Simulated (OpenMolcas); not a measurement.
**SO2F2 (sulfuryl fluoride) at 5 levels**

Wanted: a comparison of 5 runs (HF/STO-3G, HF/6-311G**, B3LYP/6-31G*, PBE0/def2-SVP, MP2/6-311+G**) of SO2F2 (sulfuryl fluoride). 

Program for the calculation: OpenMolcas 26.06.

1 further run of the same task is left out (set aside as unsound or not needed).

## (1) The structure to begin with

SO2F2 has 5 atoms, charge 0, and is taken as a singlet. SMILES: `O=S(=O)(F)F`. The shape is that of a PBE0-D4/def2-TZVP optimisation.

Bond lengths: O1–S2 1.404 Å, S2–O3 1.404 Å, S2–F4 1.539 Å, S2–F5 1.539 Å. Angles: O1–S2–O3 124.9°, O1–S2–F4 108.1°, O1–S2–F5 108.1°, O3–S2–F4 108.1°, O3–S2–F5 108.1°, F4–S2–F5 95.6°.

## (2) Energy and gradient at HF/STO-3G (run 1)

Input file mol.input:

```
* F2O2S Hartree-Fock

&GATEWAY
  BasLib
  $CurrDir
  BasisSet
  O.STO-3G....
  O1 -0.388200 -0.151100 1.421700 angstrom
  O3 1.129600 -0.862200 -0.418700 angstrom
  End of Basis
  BasisSet
  S.STO-3G....
  S2 0.070900 -0.096900 0.095900 angstrom
  End of Basis
  BasisSet
  F.STO-3G....
  F4 -1.140900 -0.267600 -0.837400 angstrom
  F5 0.328600 1.377800 -0.261400 angstrom
  End of Basis

&SEWARD

&SCF
  Thresholds
  1e-10 1e-07 1e-07 1e-05
  PrOrbitals
  1 2

&ALASKA
```

The basis set STO-3G is read from a file made from the Basis Set Exchange's data (not shown).

Command:

```bash
export MOLCAS_MEM=1860
pymolcas mol.input > mol.log
```

Output:

```text
--- Start Module: gateway ---
[...]
--- Stop Module: gateway /rc=_RC_ALL_IS_WELL_ ---
[...]
      Basis functions           29
[...]
--- Start Module: scf ---
[...]
       Convergence after  12 Iterations
[...]
::    Total SCF energy                               -736.4472471027
[...]
      Total spin, S                                     0.0000000000
[...]
      Total electronic charge=   50.000000
      Total            charge=   -0.000000
[...]
      Dipole Moment (debye):
      Origin of the operator (angstrom)=   -0.0128    0.0175   -0.0173
                   X= -6.6643E-01               Y=  9.1079E-01               Z= -9.0183E-01           Total=  1.4446E+00
      Quadrupole Moment (debye*angstrom):
[...]
--- Stop Module: scf /rc=_RC_ALL_IS_WELL_ ---
--- Start Module: alaska ---
[...]
 *              Molecular gradients               *
 **************************************************
  Irreducible representation: a
 ------------------------------------------------------------------------------------------
                              X                       Y                       Z
 ------------------------------------------------------------------------------------------
  O1                7.84697566330355E-02    7.60531752038185E-03   -2.21890195983793E-01
  O3               -1.77332266001152E-01    1.27472042777201E-01    8.82552703620503E-02
  S2                2.46823698260763E-02   -3.37684500724502E-02    3.33072118040918E-02
  F4                8.93185954318412E-02    7.80387087040957E-03    7.06510928439901E-02
  F5               -1.51384558897938E-02   -1.09112781095547E-01    2.96766209736505E-02
 ------------------------------------------------------------------------------------------
--- Stop Module: alaska /rc=_RC_ALL_IS_WELL_ ---
[...]
```

Wall time 2.1 s (1 thread of Arm Neoverse V1, shared host); peak memory 0.37 GiB.

## (3) Energy and forces at HF/6-311G(d,p) (run 2)

Input file struct.xyz:

```xyz
5

O     -0.388200    -0.151100     1.421700
S      0.070900    -0.096900     0.095900
O      1.129600    -0.862200    -0.418700
F     -1.140900    -0.267600    -0.837400
F      0.328600     1.377800    -0.261400
```

Input file job.inp:

```
* F2O2S Hartree-Fock
>>> EXPORT MOLCAS_PRINT=2

&gateway
 baslib=$CurrDir
 coord=struct.xyz
 basis=6-311Gss
 group=NoSym

&seward

&scf
 thresholds=1e-10 1e-07 1e-07 1e-05
 prorbitals=1 2

&alaska
```

The basis set 6-311G** is read from a file made from the Basis Set Exchange's data (not shown).

Command:

```bash
export MOLCAS_MEM=1860
pymolcas job.inp > job.log
```

Output:

```text
--- Start Module: gateway ---
[...]
--- Stop Module: gateway /rc=_RC_ALL_IS_WELL_ ---
[...]
      Basis functions           98
[...]
--- Start Module: scf ---
[...]
       Convergence after  15 Iterations
[...]
::    Total SCF energy                               -746.1226757951
[...]
      Total spin, S                                     0.0000000000
[...]
      Total electronic charge=   50.000000
      Total            charge=   -0.000000
[...]
      Dipole Moment (debye):
      Origin of the operator (angstrom)=   -0.0128    0.0175   -0.0173
                   X= -5.0036E-01               Y=  6.8371E-01               Z= -6.7738E-01           Total=  1.0847E+00
      Quadrupole Moment (debye*angstrom):
[...]
--- Stop Module: scf /rc=_RC_ALL_IS_WELL_ ---
[...]
--- Start Module: alaska ---
[...]
 *              Molecular gradients               *
 **************************************************
  Irreducible representation: a
 ------------------------------------------------------------------------------------------
                              X                       Y                       Z
 ------------------------------------------------------------------------------------------
  O1               -9.75016435343257E-03   -1.49178478131162E-03    2.91008240075215E-02
  S2               -5.28582833349367E-03    7.22143546433651E-03   -7.23899447085985E-03
  O3                2.31848245786033E-02   -1.69029946298558E-02   -1.08419330691607E-02
  F4               -1.09341462987302E-02   -2.10277013186388E-03   -8.18669591635768E-03
  F5                2.78531440714236E-03    1.32761140787245E-02   -2.83320055126257E-03
 ------------------------------------------------------------------------------------------
--- Stop Module: alaska /rc=_RC_ALL_IS_WELL_ ---
[...]
```

Run time: 11 s. Hardware: 1 thread of Arm Neoverse V1, shared host; peak memory 0.54 GiB.

## (4) Energy and forces at B3LYP/6-31G(d) (spherical functions) (run 3)

Input file test.input:

```
&GATEWAY
BasLib=$CurrDir
BasisSet
O.6-31Gs....
O1 -0.388200 -0.151100 1.421700 angstrom
O3 1.129600 -0.862200 -0.418700 angstrom
End of Basis
BasisSet
S.6-31Gs....
S2 0.070900 -0.096900 0.095900 angstrom
End of Basis
BasisSet
F.6-31Gs....
F4 -1.140900 -0.267600 -0.837400 angstrom
F5 0.328600 1.377800 -0.261400 angstrom
End of Basis
&SEWARD
GridInput
Grid=UltraFine
End of Grid
&SCF
KSDFT=B3LYP
Thresholds=1e-10 1e-07 1e-07 1e-05
PrOrbitals=1 2
&ALASKA
```

The basis set 6-31G* is read from a file made from the Basis Set Exchange's data (not shown).

Command:

```bash
export MOLCAS_MEM=1860
pymolcas test.input > test.log
```

Output:

```text
--- Start Module: gateway ---
[...]
--- Stop Module: gateway /rc=_RC_ALL_IS_WELL_ ---
[...]
      Basis functions           74
[...]
--- Start Module: scf ---
[...]
       Convergence after  15 Iterations
[...]
::    Total KS-DFT energy                            -748.2253009616
[...]
      Total spin, S                                     0.0000000000
[...]
      Total electronic charge=   50.000000
      Total            charge=   -0.000000
[...]
      Dipole Moment (debye):
      Origin of the operator (angstrom)=   -0.0128    0.0175   -0.0173
                   X= -5.4636E-01               Y=  7.4655E-01               Z= -7.3948E-01           Total=  1.1843E+00
      Quadrupole Moment (debye*angstrom):
[...]
--- Stop Module: scf /rc=_RC_ALL_IS_WELL_ ---
[...]
--- Start Module: alaska ---
[...]
 *              Molecular gradients               *
 **************************************************
  Irreducible representation: a
 ------------------------------------------------------------------------------------------
                              X                       Y                       Z
 ------------------------------------------------------------------------------------------
  O1                1.53011312575213E-02    1.72446083841704E-03   -4.39781489859143E-02
  O3               -3.51525134725783E-02    2.53762219055353E-02    1.72021424377906E-02
  S2               -2.73720406724642E-03    3.73443072562829E-03   -3.79699235499187E-03
  F4                2.79208933894211E-02    3.18792007655500E-03    2.18159643486970E-02
  F5               -5.33230710713273E-03   -3.40230335460667E-02    8.75703455459842E-03
 ------------------------------------------------------------------------------------------
--- Stop Module: alaska /rc=_RC_ALL_IS_WELL_ ---
[...]
```

Wall time 20 s (1 thread of Arm Neoverse V1, shared host); peak memory 0.43 GiB.

Run 4 isn't shown in full; the table further down has it.

## (5) The energy at MP2/6-311+G(d,p) (run 5)

Input file coord.xyz:

```xyz
5

O     -0.388200    -0.151100     1.421700
S      0.070900    -0.096900     0.095900
O      1.129600    -0.862200    -0.418700
F     -1.140900    -0.267600    -0.837400
F      0.328600     1.377800    -0.261400
```

Input file mol.input:

```
&GATEWAY
  BasLib=$CurrDir
  Coord=coord.xyz
  Basis=6-311pGss
  Group=NoSym

&SEWARD

&SCF
  Thresholds=1e-10 1e-07 1e-07 1e-05
  PrOrbitals=1 2

&MBPT2
  Frozen=9
```

The basis set 6-311+G** is read from a file made from the Basis Set Exchange's data (not shown).

Command:

```bash
export MOLCAS_MEM=1860
pymolcas mol.input > mol.log
```

Output:

```text
--- Start Module: gateway ---
[...]
--- Stop Module: gateway /rc=_RC_ALL_IS_WELL_ ---
[...]
      Basis functions          118
[...]
--- Start Module: scf ---
[...]
       Convergence after  13 Iterations
[...]
::    Total SCF energy                               -746.1301892380
[...]
      Total spin, S                                     0.0000000000
[...]
      Total electronic charge=   50.000000
      Total            charge=   -0.000000
[...]
      Dipole Moment (debye):
      Origin of the operator (angstrom)=   -0.0128    0.0175   -0.0173
                   X= -5.0150E-01               Y=  6.8526E-01               Z= -6.7892E-01           Total=  1.0872E+00
      Quadrupole Moment (debye*angstrom):
[...]
--- Stop Module: scf /rc=_RC_ALL_IS_WELL_ ---
[...]
--- Start Module: mbpt2 ---
[...]
WARNING!
Default frozen orbitals as non valence orbitals is overwritten by user input.
Default values:   9
[...]
       Reference weight ( Cref**2 )         =        0.81113
::    Total MBPT2 energy                             -747.0915108867
[...]
      Total MBPT2 calculations                           0.85      0.98
--- Stop Module: mbpt2 /rc=_RC_ALL_IS_WELL_ ---
[...]
```

Wall time 16 s (1 thread of Arm Neoverse V1, shared host); peak memory 0.74 GiB.

## (6) All runs side by side

```csv
run,level,integration grid,task,energy (Eh),dipole moment (D) of the reference,HOMO energy (eV),LUMO energy (eV),wall time
1,HF/STO-3G,–,gradient,-736.447247,1.44,-9.68,9.47,2.1 s
2,HF/6-311G**,–,gradient,-746.122676,1.08,-15.19,5.16,11 s
3,B3LYP/6-31G* (spherical functions),UltraFine,gradient,-748.225301,1.18,-9.96,0.14,20 s
4,PBE0/def2-SVP,UltraFine,gradient,-747.361988,1.04,-10.44,0.63,17 s
5,MP2/6-311+G**,–,energy,-747.091511,1.09,-15.24,1.68,16 s
```

## (7) Summary of results

```
                                          quantity          value
                               run 5: total energy  -747.09151 Eh
         run 5: dipole moment (mean-field density)         1.09 D
        run 5: HOMO energy (Hartree–Fock orbitals)      -15.24 eV
        run 5: LUMO energy (Hartree–Fock orbitals)        1.68 eV
      run 5: HOMO–LUMO gap (Hartree–Fock orbitals)       16.92 eV
run 5: correlation energy (9 core orbitals frozen)     -961.3 mEh
```

What this shows: Over runs 1, 2, 3, 4 the dipole moment (its size) runs from 1.04 D (PBE0/def2-SVP) to 1.44 D (HF/STO-3G). The two ends differ in method and basis. Over runs 1, 2, 3, 4 the HOMO–LUMO gap runs from 10.11 eV (B3LYP/6-31G*) to 20.35 eV (HF/6-311G**). Totals of different functionals can't be ranked against each other. In run 1 the basis is minimal, so the values are rough. All runs together took 66 s, the longest 20 s.
